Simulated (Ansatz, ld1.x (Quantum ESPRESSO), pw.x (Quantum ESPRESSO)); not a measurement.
From atom to crystal: PAW potential for Rb

```json
{
 "Element": "rubidium (Rb)",
 "Generator": "ld1.x (Quantum ESPRESSO) 7.5",
 "Type": "PAW",
 "Functional": "LDA (PW92)",
 "Relativity": "scalar-relativistic",
 "Frozen core": "[Ar] 3d10",
 "Valence charge": "9",
 "Reference configuration": "4s2 4p6 4d1 5s0 5p0",
 "Partial waves": "4s (bound): rcut 1.90, rcutus 2.55 bohr; 5s (bound, empty): rcut 1.90, rcutus 2.55 bohr; 4p (bound): rcut 2.45, rcutus 3.05 bohr; 5p (bound, empty): rcut 2.45, rcutus 3.05 bohr; 4d (bound): rcut 3.55, rcutus 4.80 bohr; 4d channel at 3.15 Ry: rcut 3.55, rcutus 4.80 bohr",
 "Local potential": "all-electron potential smoothed inside 3.95 bohr (lloc = -1)",
 "Core correction": "none",
 "Augmentation charge": "BESSEL, radius 1.95 bohr"
}
```

Crystal test: bcc Rb in pw.x 7.5, no spin, 9³ k-points, Fermi–Dirac smearing 0.01 Ry, cutoffs 40/320 Ry. The reference is all-electron LAPW (Ansatz 0.2.0) with the same functional, mesh and smearing; V0 and B0 come from Birch–Murnaghan fits to the pressures at five volumes. Errors are pseudo minus all-electron; Δ is the rms difference of the E(V) curves that follow from these fits, minima aligned, over ±6 % about the mean V0. Mesh and smearing are coarse, so the numbers serve the comparison and aren't converged zero-temperature values; the lattice is a test structure that the element need not adopt.

| V (Å³/atom) | P all-electron (GPa) | P pseudo (GPa) |
| --- | --- | --- |
| 74.012 | 0.19 | 0.43 |
| 75.959 | 0.08 | 0.30 |
| 77.907 | -0.01 | 0.19 |
| 79.855 | -0.09 | 0.08 |
| 81.802 | -0.16 | -0.01 |

All-electron: a0 = 5.376 Å (V0 = 77.71 Å³/atom), B0 = 3.5 GPa.

Pseudopotential: mean pressure error (GPa): +0.20; a0 (Å): 5.466; a0 error (%): +1.66; B0 error (%): +2.8; Δ (meV/atom): 3.1. The largest radius (4.80 bohr) exceeds half the bond length (4.40 bohr), so the spheres overlap, which is one possible source of error among others. This is a poor potential for the solid. Atomic configuration tests: 2 of 9 tests not solved or not reliable.

Question: At the middle volume, how do free energy and pressure move when the wave cutoff is lowered (ecutrho held at 320 Ry)?

Answer:

```json
{"cutoff (Ry)": "18", "shift of F (meV/atom)": "+4.4", "shift of P (GPa)": "-0.00"}
{"cutoff (Ry)": "24", "shift of F (meV/atom)": "+1.2", "shift of P (GPa)": "-0.01"}
{"cutoff (Ry)": "32", "shift of F (meV/atom)": "+0.3", "shift of P (GPa)": "-0.00"}
```

Input at the middle volume:

```
&control
  calculation='scf', prefix='x', pseudo_dir='./', outdir='./tmp', tstress=.true., disk_io='none'
/
&system
  ibrav=0, nat=1, ntyp=1, ecutwfc=40, ecutrho=320, nbnd=12,
  occupations='smearing', smearing='fd', degauss=0.01
/
&electrons
  conv_thr=1e-09, mixing_beta=0.4, electron_maxstep=70
/
ATOMIC_SPECIES
Rb 1.0 Rb.UPF
CELL_PARAMETERS angstrom
  -2.69053614 2.69053614 2.69053614
  2.69053614 -2.69053614 2.69053614
  2.69053614 2.69053614 -2.69053614
ATOMIC_POSITIONS crystal
Rb 0.0000 0.0000 0.0000
K_POINTS automatic
9 9 9 0 0 0
```

```bash
pw.x < Rb.scf.in > Rb.scf.out
```

Lines of the output:

```
Message from routine setup:
     using ibrav=0 with symmetry is DISCOURAGED, use correct ibrav instead
     lattice parameter (alat)  =       8.8064  a.u.
     unit-cell volume          =     525.7425 (a.u.)^3
     number of electrons       =         9.00
     number of Kohn-Sham states=           12
     kinetic-energy cutoff     =      40.0000  Ry
     charge density cutoff     =     320.0000  Ry
     scf convergence threshold =      1.0E-09
     Exchange-correlation= SLA  PW   NOGX NOGC
     number of k points=    35  Fermi-Dirac smearing, width (Ry)=  0.0100
     iteration #  1     ecut=    40.00 Ry     beta= 0.40
     total energy              =    -232.70736908 Ry
     estimated scf accuracy    <       0.06316537 Ry
     iteration #  2     ecut=    40.00 Ry     beta= 0.40
     total energy              =    -232.69924683 Ry
     estimated scf accuracy    <       0.01463174 Ry
     iteration #  3     ecut=    40.00 Ry     beta= 0.40
     total energy              =    -232.70176474 Ry
     estimated scf accuracy    <       0.00019955 Ry
     iteration #  4     ecut=    40.00 Ry     beta= 0.40
     c_bands:  1 eigenvalues not converged
     total energy              =    -232.70233098 Ry
     estimated scf accuracy    <       0.00025327 Ry
     iteration #  5     ecut=    40.00 Ry     beta= 0.40
     total energy              =    -232.70199930 Ry
     estimated scf accuracy    <       0.00045075 Ry
     iteration #  6     ecut=    40.00 Ry     beta= 0.40
     total energy              =    -232.70213781 Ry
     estimated scf accuracy    <       0.00009548 Ry
     iteration #  7     ecut=    40.00 Ry     beta= 0.40
     total energy              =    -232.70212268 Ry
     estimated scf accuracy    <       0.00005570 Ry
     iteration #  8     ecut=    40.00 Ry     beta= 0.40
     total energy              =    -232.70211950 Ry
     estimated scf accuracy    <       0.00002428 Ry
     [... 3 iterations left out ...]
     iteration # 12     ecut=    40.00 Ry     beta= 0.40
     total energy              =    -232.70212255 Ry
     estimated scf accuracy    <       0.00000037 Ry
     iteration # 13     ecut=    40.00 Ry     beta= 0.40
     total energy              =    -232.70212256 Ry
     estimated scf accuracy    <       0.00000015 Ry
     iteration # 14     ecut=    40.00 Ry     beta= 0.40
     total energy              =    -232.70212254 Ry
     estimated scf accuracy    <       0.00000005 Ry
     iteration # 15     ecut=    40.00 Ry     beta= 0.40
     total energy              =    -232.70212255 Ry
     estimated scf accuracy    <       0.00000001 Ry
     iteration # 16     ecut=    40.00 Ry     beta= 0.40
     total energy              =    -232.70212255 Ry
     estimated scf accuracy    <          6.3E-09 Ry
     iteration # 17     ecut=    40.00 Ry     beta= 0.40
     total energy              =    -232.70212254 Ry
     estimated scf accuracy    <          6.2E-09 Ry
     iteration # 18     ecut=    40.00 Ry     beta= 0.40
     total energy              =    -232.70212254 Ry
     estimated scf accuracy    <          4.4E-09 Ry
     iteration # 19     ecut=    40.00 Ry     beta= 0.40
     the Fermi energy is     2.2699 ev
!    total energy              =    -232.70212254 Ry
     estimated scf accuracy    <          9.2E-10 Ry
     smearing contrib. (-TS)   =      -0.00356968 Ry
     The total energy is F=E-TS. E is the sum of the following terms:
     one-electron contribution =     -22.75270185 Ry
     hartree contribution      =      15.80876476 Ry
     xc contribution           =      -7.56947377 Ry
     ewald contribution        =     -28.98860001 Ry
     one-center paw contrib.   =    -189.19654200 Ry
     convergence has been achieved in  19 iterations
          total   stress  (Ry/bohr**3)                   (kbar)     P=        1.86
     Message from routine punch:
     Nothing written, as per user request (disk_io='none')
```

The run at the middle volume (35 k-points, 19 iterations) took about 36 s on one core of a shared host (Neoverse-V1, 32 threads, 247 GiB, load 15).
